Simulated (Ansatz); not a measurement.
We consider Cu3AsS4 (Pmn2₁, No. 31), described by PBEsol (Ansatz, a program for electronic structure, PAW).

Settings: plane-wave cutoff 500 eV, 6×6×6 k mesh, Fermi–Dirac smearing 0.05 eV, no spin polarisation, scalar-relativistic PAW data made under PBE.

Computed at the level's own relaxed cell.

Task: Predict the equilibrium volume per atom.

Result: 
- equilibrium volume per atom: 17.70 Å³/atom

The result took around 22 core-minutes (rough).
